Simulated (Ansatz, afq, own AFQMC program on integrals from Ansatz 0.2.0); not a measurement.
Two steps: Ansatz 0.2.0 writes the Fock matrix and Cholesky factors of the valence space, and afq projects on them the lowest state that overlaps trial and start.

```yaml
crystal:
  periodic: [false, false, false]
  atoms:
    - {symbol: N, position_ang: [0.000000, -0.176115, 0.698274]}
    - {symbol: O, position_ang: [0.000000, 0.150778, -0.615224]}
    - {symbol: H, position_ang: [0.000000, 0.752120, 1.135262]}
    - {symbol: H, position_ang: [0.000000, -0.698120, -1.073059]}
basis:
  gaussian: {orbitals: cc-pVDZ}
magnetization: {spin_polarized: true, initial_magnetization: 1}
correlation: {method: ccsd_t, electrons: outside_noble_gas, hamiltonian_folder: ham}
```

```sh
$ ansatz run in.yaml --threads 1 --pin off --events-out ev --progress --plain --max-ram 1843MiB
```

afq runs on the folder ham with

```
--method free --trial cisd --walkers 60 --time-step 0.03 --max-blocks 80 --target-error 0.00043 --factor-cut 1e-05 --seed 3219 --times 0,0.21,0.42,0.81,1.2,1.8,2.4,3 --taylor-order 8
```

Times are imaginary, in 1/Eh. The walk had a cap of 1343 s.

Output of the walk:

```
orbitals 36  electrons 7 6  factors 278 of 355
reference energy -130.39741321 Eh
CCSD correlation -0.35263014 Eh in 13 cycles, weight of the determinant in the CISD state 0.8913
repeat  energy at the last time / Eh  error
    10  -130.761276  0.003206
    20  -130.759871  0.002361
    30  -130.758385  0.001636
    40  -130.758775  0.001468
    50  -130.759097  0.001232
    60  -130.758722  0.001165
    70  -130.758779  0.001032
    80  -130.758663  0.000929
time / (1/Eh)  energy / Eh  error  mean overlap
  0.00  -130.750109  0.000283  1.1218
  0.21  -130.756224  0.000390  1.1183
  0.42  -130.758490  0.000358  1.1154
  0.81  -130.760496  0.000428  1.1016
  1.20  -130.759892  0.000556  1.1075
  1.80  -130.760276  0.000608  1.0949
  2.40  -130.758825  0.000770  1.1379
  3.00  -130.758663  0.000929  1.1699
energy -130.758663 +/- 0.000929 Eh
```

The run passed its tests (error under three times the target), which doesn't prove that it has relaxed.

Against this walk (error 25.3 meV) on the same determinant: CCSD(T) 7.9 meV higher (within the noise), the released energy of a separate walk with a CISD trial 18.5 ± 32.4 meV lower (within the noise). The error is statistical, and a free projection of finite length keeps a remainder of its start.

Cautions: remainder of the start not in the error; error above the target (25.3 against 11.7 meV).

The walk took 4 min on 1 thread of Arm Neoverse V2 (shared host). The log's last line is the free-projection energy.

A walk keeps the symmetry of its determinant, which the program's search chose and which needn't be the lowest solution, so a lower state of the same spin and another symmetry isn't excluded.
